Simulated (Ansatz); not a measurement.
Run this with the Python package of Ansatz (0.2.0) and show what comes out.

`run_opt.py`:
```python
"""Relax the CHF2O2S(-) molecule."""

import itertools

import ansatz as az
from ase.data import atomic_numbers, covalent_radii
import numpy as np

system = (
    az.Crystal.molecule()
    .atom("O", (1.3982, 1.4576, -0.3177))
    .atom("S", (1.0605, -0.0089, -0.4768))
    .atom("O", (1.7075, -0.9327, 0.5304))
    .atom("C", (-0.7278, -0.0634, -0.0455))
    .atom("F", (-0.9325, 0.1268, 1.2834))
    .atom("F", (-1.243, -1.2825, -0.3622))
    .atom("H", (-1.263, 0.7031, -0.6117))
)

calculation = (
    system.calculation()
    .basis(gaussian="def2-SVP")
    .functional("pbe0")
    .charge(-1)
    .accuracy("medium")
    .scf(lower_state_search="off")
)
symbols = [site.symbol for site in system.cartesian_sites]
start = np.array([site.position_ang for site in system.cartesian_sites], dtype=float)
def progress(event):
    if event["event"] == "relax_step":
        row = event["data"]
        print(f"step {row['step']:3d}  E = {row['lagrangian_ev']:.6f} eV  largest force component {row['allowed_force_max_ev_ang']:.4f} eV/A")


r = calculation.relax(force_tolerance=0.01, max_steps=100).session().plan().execute(on_event=progress).report
end = np.array(r["positions_ang"])

for key in ("converged", "free_energy_ev", "reference_energy_ev", "n_frozen", "n_occupied", "n_virtual"):
    print(f"{key:22s} {r[key]}")

# pairs closer than 1.2 times the sum of covalent radii, before or after
radius = [covalent_radii[atomic_numbers[s]] for s in symbols]
span = lambda where, i, j: np.linalg.norm(where[i] - where[j])
bonded = [(i, j) for i, j in itertools.combinations(range(len(symbols)), 2) if min(span(start, i, j), span(end, i, j)) < 1.2 * (radius[i] + radius[j])]
print("pair        before    after (A)")
for i, j in bonded:
    print(f"{symbols[i]}{i}-{symbols[j]}{j}".ljust(10), f"{span(start, i, j):8.4f} {span(end, i, j):8.4f}")
with open("chf2o2s_opt.xyz", "w") as handle:
    handle.write(f"{len(symbols)}\nrelaxed CHF2O2S(-)\n")
    handle.writelines(f"{s:2s} {x:11.6f} {y:11.6f} {z:11.6f}\n" for s, (x, y, z) in zip(symbols, end))
```

```console
$ python run_opt.py
step   1  E = -21389.439612 eV  largest force component 1.4838 eV/A
step   2  E = -21389.514866 eV  largest force component 0.7389 eV/A
step   3  E = -21389.534775 eV  largest force component 0.4396 eV/A
step   4  E = -21389.542482 eV  largest force component 0.1669 eV/A
step   5  E = -21389.543949 eV  largest force component 0.0279 eV/A
step   6  E = -21389.544661 eV  largest force component 0.0378 eV/A
step   7  E = -21389.545586 eV  largest force component 0.0444 eV/A
step   8  E = -21389.546229 eV  largest force component 0.0325 eV/A
step   9  E = -21389.546701 eV  largest force component 0.0452 eV/A
step  10  E = -21389.546591 eV  largest force component 0.0994 eV/A
step  11  E = -21389.546814 eV  largest force component 0.0097 eV/A
step  12  E = -21389.546839 eV  largest force component 0.0124 eV/A
step  13  E = -21389.546844 eV  largest force component 0.0037 eV/A
converged              True
free_energy_ev         -21389.546856126173
reference_energy_ev    -21389.546856126173
n_frozen               0
n_occupied             [29, 29]
n_virtual              [64, 64]
pair        before    after (A)
O0-S1        1.5133   1.5161
S1-O2        1.5121   1.5090
S1-C3        1.8404   1.9119
C3-F4        1.3580   1.3476
C3-F5        1.3609   1.3669
C3-H6        1.0930   1.1083
```

`chf2o2s_opt.xyz`, as written:
```text
7
relaxed CHF2O2S(-)
O     1.336503    1.434431   -0.450838
S     1.133793   -0.067293   -0.500099
O     1.704338   -0.823790    0.674355
C    -0.721733   -0.082878   -0.039675
F    -0.895894   -0.008468    1.294557
F    -1.332719   -1.231932   -0.457856
H    -1.224388    0.779929   -0.520543
```

Caveats:
- These settings explore the input space; basis and method may be short of convergence.
- The end point is the stationary point reached from this start; no frequency run checks that it is a minimum, and the basis set is modest.
- Anions want diffuse functions, which this basis lacks.
- Wall time of the script: 44 s on 1 thread of Arm Neoverse V1 (shared host), peak memory 0.24 GiB.

(Lines on the test bed's own set-up are left out of the output.)
